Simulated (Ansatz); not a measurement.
# CO (singlet): density functionals in cc-pVTZ

The task here is to estimate one member of a computed series from the others.

Method: cc-pVTZ, all electrons in the functionals, frozen cores in the correlation of double hybrids and RPA; program: Ansatz 0.2.0, Gaussian basis.

The runs, in order: PBE, r2SCAN, B97M-V, PBE0, B3LYP, wB97X-V, wB97M-V, B2PLYP, RPA-PBE.

## The system

The geometry is a PBE0/def2-TZVP stationary point (not a proven minimum).

2 atoms, charge 0, spin multiplicity 1.

Atoms are counted from 1 here; the program's logs count them from 0.

Bond lengths: O1–C2 1.123 Å.

No dispersion term is added; B97M-V, wB97X-V, wB97M-V hold VV10 nonlocal correlation. B3LYP takes the VWN-RPA correlation.

The first run:

File in.yaml:

```yaml
crystal:
  periodic: [false, false, false]
  atoms:
    - {symbol: O, position_ang: [0.000000, 0.000000, 0.000000]}
    - {symbol: C, position_ang: [0.000000, 0.000000, 1.123387]}
basis:
  gaussian: {orbitals: cc-pVTZ}
hamiltonian: {xc: {name: PBE}}
output: {orbitals: {seedname: orbitals}}
```

Command:

```bash
$ ansatz run in.yaml --threads 1 --pin off --events-out ev --progress --plain --max-ram 2176MiB
```

Among the steps run: PBE (restricted); r2SCAN (restricted); B97M-V (restricted); PBE0 (restricted); B3LYP (restricted); wB97X-V (restricted); wB97M-V (restricted); B2PLYP (restricted); RPA-PBE.

One of the session's tables, all rows but one given; the rest of the session is left out.

```
   method  atomisation energy (kcal/mol)
      PBE                          268.9
   r2SCAN                          255.5
   B97M-V                          256.6
     PBE0                          255.3
    B3LYP                          255.3
  wB97X-V                          257.6
  wB97M-V                          260.6
   B2PLYP                          257.0
  RPA-PBE                          238.6
RCCSDT(Q)                              ?
```

Estimate the missing values for RCCSDT(Q).

As computed: atomisation energy (kcal/mol): 251.6. In the column «atomisation energy (kcal/mol)» it lies between RPA-PBE (238.6) and PBE0 (255.3).
